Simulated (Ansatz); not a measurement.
Input for Ansatz (development build ahead of 0.2.0):

```yaml
crystal:
  periodic: [false, false, false]
  atoms:
    - { symbol: Li, position_ang: [0.0, 0.0, 0.0] }
    - { symbol: H, position_ang: [2.18946, 0.0, 0.0] }
    - { symbol: H, position_ang: [-1.91079, 0.0, 0.0] }
basis:
  gaussian: { orbitals: "6-31G" }
magnetization:
  initial_magnetization: 1
hamiltonian:
  xc: hf
correlation:
  method: fci
  frozen_orbitals: { H: 0, Li: 0 }
```

The input is written out in the form of the current development build from the run's settings.

Output:

| Item | Value |
| --- | --- |
| Converged | yes |
| Total energy | -8.49444 hartree |
| State | lowest doublet root, of any spatial symmetry |
